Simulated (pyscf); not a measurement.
A first-order saddle from PySCF, ωB97X-D3(BJ)/def2-SVP:

```
Si
H 1 1.4899
H 1 1.6804 2 91.52
H 3 0.9812 1 73.87 2 107.06
Si 4 2.0362 3 147.63 1 24.41
H 5 1.5103 4 131.33 3 -67.16
Si 1 2.3523 2 120.35 3 -103.43
H 7 1.4914 1 110.23 2 -15.91
H 7 1.4922 8 110.20 1 -120.12
Si 7 2.3328 8 118.29 9 -131.37
H 10 1.4927 7 112.21 8 78.86
H 10 1.4954 11 109.76 7 118.78
Si 10 2.3406 11 117.18 12 128.34
H 13 1.4946 10 111.84 11 -59.64
H 13 1.5012 14 107.43 10 -113.10
```

Surface: singlet, charge 0. Lowest wavenumbers (cm⁻¹): 1026i, 39, 75, 143, 193.

Q: Which two sides does it connect, and which bonds change?

A: `[SiH2]1[SiH2][SiH2][SiH2][SiH2]1` <-> `[Si]1[SiH2][SiH2][SiH2][SiH2]1` [singlet] + `[H][H]`, a multi-bond step read from left to right: H–Si, H–Si, H–Si broken and H–Si, H–H formed. At ωB97M-D3(BJ)/def2-TZVP it lies +312.8 kJ/mol from the left side and +87.3 kJ/mol from the right (each side as separated species at their lowest minima found). At the saddle there is also a short H–Si contact that neither side keeps. cyclic H₈Si₅ (SMILES [Si]1[SiH2][SiH2][SiH2][SiH2]1) [singlet] lies 34.2 kJ/mol over its isomer cyclic H₈Si₅ (SMILES [SiH]1=[SiH][SiH2][SiH2][SiH2]1), and others may lie lower still (electronic energy, ωB97M-D3(BJ)). One saddle was located; it need not be the lowest between these sides.
